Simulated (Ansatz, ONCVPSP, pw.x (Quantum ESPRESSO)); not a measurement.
**ruthenium (sc): variants of one ONCV potential in the solid**

```json
{
  "Element": "Ru (Z = 44)",
  "Generator": "ONCVPSP 4.0.1.1 (patched build)",
  "Type": "optimised norm-conserving Vanderbilt (ONCV)",
  "Functional": "PBEsol",
  "Relativity": "scalar-relativistic",
  "Frozen core": "[Ar] 3d10",
  "Valence charge": "16",
  "Reference configuration": "4s2 4p6 4d7 5s0.5 5p0.5",
  "Partial waves": "4s+5s: rc 1.65 bohr, ncon 3, nbas 8, qcut 8.9 1/bohr, 3 projectors, debl 1.8 Ha; 4p+5p: rc 2.10 bohr, ncon 3, nbas 8, qcut 6.1 1/bohr, 2 projectors; 4d: rc 2.15 bohr, ncon 4, nbas 9, qcut 8.9 1/bohr, 3 projectors, debl 1.6 Ha",
  "Local potential": "polynomial inside 1.50 bohr (lpopt 5, dvloc0 0 Ha)",
  "Core correction": "Teter function, fcfact 5.75, rcfact 1.55"
}
```

Crystal test: sc Ru in pw.x 7.5, no spin, 13³ k-points, Fermi–Dirac smearing 0.01 Ry, cutoffs set for each file from its atomic test. The reference is all-electron LAPW (Ansatz 0.2.0) with the same functional, mesh and smearing; V0 and B0 come from Birch–Murnaghan fits to the pressures at five volumes. Errors are pseudo minus all-electron; Δ is the rms difference of the E(V) curves that follow from these fits, minima aligned, over ±6 % about the mean V0. Mesh and smearing are coarse, so the numbers serve the comparison and aren't converged zero-temperature values; the lattice is a test structure that the element need not adopt.

All-electron: a0 = 2.482 Å (V0 = 15.29 Å³/atom), B0 = 244.4 GPa.

Base: Atomic configuration tests: 1 of 4 tests not solved or not reliable.

1 further variants are left out: they gave no file fit for a test, a broken result, the same result as the base, or pressures whose basis-set error rivals the error shown.

```tsv
change	cutoffs (Ry)	pw.x	a0 (Å)	a0 error (%)	B0 error (%)	Δ (meV/atom)	mean pressure error (GPa)
base	70/280	converged	2.485	+0.11	+0.1	2.8	+0.84
all radii but the core radius scaled by about 1.18 (s 1.96, p 2.48, d 2.54 bohr); local potential polynomial inside 1.78 bohr (lpopt 5, dvloc0 0 Ha)	60/240	converged	2.487	+0.20	-0.1	4.9	+1.50
core correction Teter function, fcfact 2.5, rcfact 1	70/280	converged	2.485	+0.11	+0.1	2.7	+0.84
d: qcut 9.9	70/280	converged	2.485	+0.10	+0.2	2.5	+0.75
```

(1) Give the row for: p: rc 2.86.

Answers

(1) pw.x: converged; mean pressure error (GPa): +0.56; a0 (Å): 2.484; a0 error (%): +0.07; B0 error (%): +0.3; Δ (meV/atom): 1.8.
